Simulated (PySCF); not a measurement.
CH3P.
Numbering: `[CH2:1]=[PH:2]` (hydrogens: H3, H4 on C1; H5 on P2)

The same species was optimised twice, with GFN2-xTB and with PBE0-D3(BJ)/def2-SVP (PySCF), and the same property calculations (PySCF, gas phase) were run on both structures.

```tsv
coordinate	GFN2-xTB	PBE0-D3(BJ)/def2-SVP	change
P2–H5 (Å)	1.408	1.436	+0.028
C1–H3 (Å)	1.077	1.095	+0.018
C1–H4 (Å)	1.078	1.096	+0.018
C1=P2 (Å)	1.663	1.666	+0.003
P2–C1–H3 (°)	124.5	125.4	+0.9
P2–C1–H4 (°)	119.6	119.1	-0.5
H3–C1–H4 (°)	115.9	115.5	-0.4
C1–P2–H5 (°)	97.8	97.6	-0.2
```

Rotational constants: A = 141951, B = 16558, C = 14828 MHz (GFN2-xTB) against A = 137050, B = 16453, C = 14689 MHz (PBE0-D3(BJ)/def2-SVP). Point groups within 0.08 Å: Cs and Cs.

On the GFN2-xTB structure: HOMO (eV) -7.85 [PBE0/pcSseg-1]; LUMO (eV) -1.78 [PBE0/pcSseg-1]; dipole (D) 1.06 [PBE0/pcSseg-1]; GIAO shielding of C1 (ppm) -10.6 [PBE0/pcSseg-1]; GIAO shielding of P2 (ppm) 45.0 [PBE0/pcSseg-1].

What do these properties become on the PBE0-D3(BJ)/def2-SVP structure?

```json
{"property": "HOMO (eV)", "level": "PBE0/pcSseg-1", "on GFN2-xTB": "-7.85", "on PBE0-D3(BJ)/def2-SVP": "-7.85", "change": "0.00"}
{"property": "LUMO (eV)", "level": "PBE0/pcSseg-1", "on GFN2-xTB": "-1.78", "on PBE0-D3(BJ)/def2-SVP": "-1.79", "change": "-0.01"}
{"property": "dipole (D)", "level": "PBE0/pcSseg-1", "on GFN2-xTB": "1.06", "on PBE0-D3(BJ)/def2-SVP": "1.03", "change": "-0.03"}
{"property": "energy, GFN2-xTB geometry as zero (kcal/mol)", "level": "PBE0/pcSseg-1", "on GFN2-xTB": "0.0", "on PBE0-D3(BJ)/def2-SVP": "-0.3", "change": "-0.3"}
{"property": "GIAO shielding of C1 (ppm)", "level": "PBE0/pcSseg-1", "on GFN2-xTB": "-10.6", "on PBE0-D3(BJ)/def2-SVP": "-12.2", "change": "-1.6"}
{"property": "GIAO shielding of P2 (ppm)", "level": "PBE0/pcSseg-1", "on GFN2-xTB": "45.0", "on PBE0-D3(BJ)/def2-SVP": "43.9", "change": "-1.1"}
```

The heavy atoms differ by 0.002 Å rms after alignment. Among all bonds P2–H5 changes most (+0.028 Å). Changes are differences of the printed values. Neither structure is proved a minimum here.
